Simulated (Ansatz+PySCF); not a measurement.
Results of a calculation; reference values are marked as such.
Input for PySCF 2.14.0:

```python
from pyscf import gto, scf, mp

mol = gto.M(atom="""
C 0.015450 0.516630 -0.142960
O -1.149650 -0.225390 -0.086670
O 1.166960 -0.167350 0.075240
H 0.019400 1.497620 0.314860
H 1.075750 -1.053310 -0.301310
H -1.368500 -0.442180 0.849760
""", basis='cc-pvtz', charge=0, spin=1)
mf = scf.UHF(mol)
mf.kernel()
pt = mp.MP2(mf, frozen=3).run()
print(mf.e_tot, pt.e_corr, pt.e_tot)
```

The script is written out from the run's settings.

Results

```yaml
Converged: yes
Reference_energy: -189.35736 hartree
Correlation_energy: -0.62548 hartree
Total_energy: -189.98284 hartree
Spin_squared_of_the_determinant: 0.759
```
